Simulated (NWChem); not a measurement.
# C2H3O+ (SMILES CC#[O+]): levels of theory compared

Aim: a comparison of 4 runs (HF/STO-3G, HF/3-21G, B3LYP/6-31G*) of C2H3O+. 

Program for the calculation: NWChem 7.3.0.

**1. The molecule**

The species is C2H3O+ (6 atoms), meant as a singlet with charge +1. SMILES: `CC#[O+]`. One bond was lengthened or shortened from a relaxed shape.

Bond lengths: C1–C2 1.418 Å, C2–O3 1.111 Å, C1–H4 1.098 Å, C1–H5 1.098 Å, C1–H6 1.263 Å. Angles: C1–C2–O3 180.0°, C2–C1–H4 108.3°, C2–C1–H5 108.3°, C2–C1–H6 108.3°, H4–C1–H5 110.6°, H4–C1–H6 110.6°, H5–C1–H6 110.6°.

**2. The energy at HF/STO-3G (run 1)**

The input, run.xyz:

```xyz
6
C2H3O energy
C     -0.332024     0.165496    -0.273756
C      0.607276    -0.735504     0.288844
O      1.343476    -1.440904     0.729544
H     -0.084124     0.304196    -1.334356
H     -1.334524    -0.268904    -0.164656
H     -0.252100     1.261200     0.348500
```

The input, run.nw:

```
start run
title "C2H3O energy"
memory stack 880 mb heap 220 mb global 1100 mb
charge 1
geometry noautosym nocenter noautoz
  load format xyz run.xyz
end
basis "ao basis" spherical bse
  C library STO-3G
  O library STO-3G
  H library STO-3G
end
scf
  thresh 1e-08
  maxiter 80
end
task scf energy
```

Started as:

```sh
$ nwchem run.nw > run.out
```

What it wrote:

```text
[...]
  functions       =    18
[...]
  wavefunction    = RHF
[...]
         Total SCF energy =   -150.119748425730
      One-electron energy =   -323.468626848067
      Two-electron energy =    109.195627536271
 Nuclear repulsion energy =     64.153250886066
        Time for solution =      0.5s
[...]
```

Wall time 1.2 s (1 thread of AMD EPYC 7R43 (Zen 3), shared host); peak memory 0.094 GiB.

**3. The energy at HF/3-21G (run 2)**

The input, a.nw:

```
start a
memory total 2200 mb
charge 1
geometry units au noautosym nocenter noautoz
   C   -0.62743443   0.31274211  -0.51732386
   C    1.14758532  -1.38990112   0.54583605
   O    2.53880170  -2.72291393   1.37863836
   H   -0.15897132   0.57484713  -2.52156739
   H   -2.52188487  -0.50815491  -0.31115474
   H   -0.47639996   2.38332259   0.65856955
end
basis "ao basis" spherical bse
   * library 3-21G
end
scf
   thresh 1e-08
   maxiter 80
end
task scf energy
```

Started as:

```sh
$ nwchem a.nw > a.out
```

What it wrote:

```text
[...]
  functions       =    33
[...]
  wavefunction    = RHF
[...]
         Total SCF energy =   -151.186076170843
      One-electron energy =   -324.852553202552
      Two-electron energy =    109.513230822211
 Nuclear repulsion energy =     64.153246209499
        Time for solution =      0.4s
[...]
```

It took 1.1 s on 1 thread of AMD EPYC 7R43 (Zen 3), shared host; peak memory 0.096 GiB.

Run 3 isn't shown in full; the table further down has it.

**4. The energy at B3LYP/6-31G(d) (Cartesian functions) (run 4)**

The input, c2h3o.xyz:

```xyz
6

C     -0.332024     0.165496    -0.273756
C      0.607276    -0.735504     0.288844
O      1.343476    -1.440904     0.729544
H     -0.084124     0.304196    -1.334356
H     -1.334524    -0.268904    -0.164656
H     -0.252100     1.261200     0.348500
```

The input, c2h3o.nw:

```
start c2h3o
memory 2200 mb
charge 1
geometry noautosym nocenter noautoz
  load format xyz c2h3o.xyz
end
basis cartesian
  * library 6-31G*
end
dft
  xc b3lyp
  grid xfine
  convergence energy 1e-08
  maxiter 100
  mulliken
end
task dft energy
```

Started as:

```sh
$ nwchem c2h3o.nw > c2h3o.out
```

What it wrote:

```text
[...]
          Wavefunction type:  closed shell.
          No. of atoms     :     6
          No. of electrons :    22
[...]
          Charge           :     1
          Spin multiplicity:     1
[...]
          AO basis - number of functions:    51
[...]
              XC Information
              --------------
                         B3LYP Method XC Potential
                     Hartree-Fock (Exact) Exchange  0.200
                        Slater Exchange Functional  0.800 local
                    Becke 1988 Exchange Functional  0.720 non-local
              Lee-Yang-Parr Correlation Functional  0.810
                  VWN I RPA Correlation Functional  0.190 local
[...]
 d= 0,ls=0.0,diis     1   -152.7416901512 -2.17D+02  3.74D-02  1.80D+00     1.2
[...]
 d= 0,ls=0.0,diis    10   -152.9111671815 -7.03D-10  2.88D-07  3.41D-10     9.9
         Total DFT energy =     -152.911167181545
      One electron energy =     -326.814999215891
           Coulomb energy =      129.864851895070
    Exchange-Corr. energy =      -20.114270746789
 Nuclear repulsion energy =       64.153250886066
[...]
      Total Density - Mulliken Population Analysis
     ---------------------------------------------
    Atom       Charge   Shell Charges
 -----------   ------   -------------------------------------------------------
    1 C    6     6.57   1.99  0.68  2.13  0.73  1.01  0.02
    2 C    6     5.32   1.99  0.79  1.85  0.35  0.31  0.02
    3 O    8     8.11   1.99  0.95  2.83  1.02  1.31  0.01
    4 H    1     0.67   0.49  0.18
    5 H    1     0.67   0.49  0.18
    6 H    1     0.67   0.43  0.24
[...]
```

Wall time 11 s (1 thread of AMD EPYC 7R43 (Zen 3), shared host); peak memory 0.12 GiB.

**5. Overview of the runs**

```tsv
run	level	iteration cap	module	energy (Eh)	HOMO energy (eV)	LUMO energy (eV)	HOMO–LUMO gap (eV)	wall time
1	HF/STO-3G	80	scf	-150.119748	-21.37	-2.30	19.07	1.2 s
2	HF/3-21G	80	scf	-151.186076	-22.09	-4.02	18.07	1.1 s
3	B3LYP/6-31G* (spherical functions)	100	dft	-152.908419	-18.29	-8.56	9.73	11 s
4	B3LYP/6-31G* (Cartesian functions)	100	dft	-152.911167	-18.29	-8.56	9.73	11 s
```

**6. Outcome**

| quantity | value |
| --- | --- |
| run 4: total energy | -152.91117 Eh |
| run 4: HOMO energy | -18.29 eV |
| run 4: LUMO energy | -8.56 eV |
| run 4: HOMO–LUMO gap | 9.73 eV |

The HOMO–LUMO gap runs from 9.73 eV (B3LYP/6-31G*) to 19.07 eV (HF/STO-3G). The two ends differ in method and basis. In run 1 the basis is minimal, so the values are rough. All runs together took 24 s, the longest 11 s.
